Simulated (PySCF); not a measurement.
Isopropyl isocyanide, C4H7N.
SMILES with atom numbers: `[C-:1]#[N+:2][CH:3]([CH3:4])[CH3:5]` (hydrogens: H6 on C3; H7, H8, H9 on C4; H10, H11, H12 on C5)

Computed with PBE0-D3(BJ)/def2-SVP geometry optimisation, gas phase (PySCF).

(1) List the bond lengths and angles at this level.

Results:

(1) 
```
                  bond  length (Å)
                 C1≡N2       1.173
                 N2–C3       1.423
          C3–C4, C3–C5       1.524
                 C3–H6       1.104
C4–H7 and 5 like bonds       1.100
```

Bonds in one row agree within 0.01 Å and their mean is given. A selection of angles:
```
   angle  degrees
C1–N2–C3    178.9
N2–C3–C4    110.0
N2–C3–H6    106.4
C4–C3–C5    112.8
C4–C3–H6    108.7
C3–C4–H7    109.9
C3–C4–H8    111.0
H7–C4–H8    108.6
H8–C4–H9    108.4
```

The C–N distances run from 1.173 Å (C1≡N2, drawn triple) to 1.423 Å (N2–C3, drawn single), a spread of 0.250 Å.

Point group: Cs (every atom within 0.08 Å of its image). Not checked by PBE0-D3(BJ)/def2-SVP frequencies.
